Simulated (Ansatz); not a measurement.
**Worked example: correlation energy of SCO, singlet**

Geometry: MP2(full)/6-31G*, from the G2/97 set.

```
atom   x (Å)   y (Å)    z (Å)
   O  0.0000  0.0000  -1.3076
   C  0.0000  0.0000  -0.1288
   S  0.0000  0.0000   1.4364
```

Basis 6-31G; Ansatz 0.2.0. Only valence electrons are correlated (noble-gas cores frozen), which leaves 16 electrons in 24 orbitals. R marks a restricted (for open shells ROHF) determinant.

Full CI isn't at hand for all of this; RCCSDTQ serves as the reference, and is uncertain by the last step of the cluster series or more.

RCCSD has a T1 diagnostic of 0.022 and a largest doubles amplitude of 0.07.

Runs differ by some tens of microhartree through their thresholds, so steps under 0.03 kcal/mol mean nothing.

```csv
level,total energy (hartree)
RHF,-510.152721
RMP2,-510.440557
RCCSD,-510.431978
RCCSD(T),-510.446800
RCCSDT,-510.447003
RCCSDT(Q),-510.448502
RCCSDTQ,-510.448331
```

**Question.** What is the correlation energy at RCCSDTQ, and what share of it do RMP2 and RCCSDT recover?

**Answer.** E(corr) = -510.448331 − (-510.152721) = -0.295610 hartree = -8.044 eV. RMP2: -0.287836 / -0.295610 = 97.37 %. RCCSDT: -0.294282 / -0.295610 = 99.55 %.

**Question.** By how many kcal/mol does RCCSD(T) miss RCCSDTQ (1 hartree = 627.509 kcal/mol), and which steps make up the rest?

**Answer.** -510.446800 − (-510.448331) = 0.001531 hartree = 0.96 kcal/mol. Steps: RCCSDT − RCCSD(T) = -0.13, RCCSDT(Q) − RCCSDT = -0.94, RCCSDTQ − RCCSDT(Q) = 0.11 kcal/mol. Differences between like states or geometries often cancel part of this.
